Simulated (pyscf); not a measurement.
Optimised with ωB97X-D3(BJ)/def2-SVP in PySCF.

**Question.** What is the homolytic dissociation enthalpy (298 K, ωB97M-D3(BJ)/def2-TZVP) of the C–O bond of `[CH3][CH2][O][Mg][OH]`, to •H₂C–CH₃ + •O–Mg–OH?

**Answer.** C–O to •H₂C–CH₃ + •O–Mg–OH: 95.7 kcal/mol. The 7 functionals that were run give +91.0 (r²SCAN) to +98.8 kcal/mol (M06-2X). The radicals are drawn with the spin at the cut bond; how far it spreads was not checked. Other isomers of •H₂C–CH₃, •O–Mg–OH were not searched in full and may lie lower. The term symbol of open-shell •O–Mg–OH was not checked; spin-orbit terms are left out.
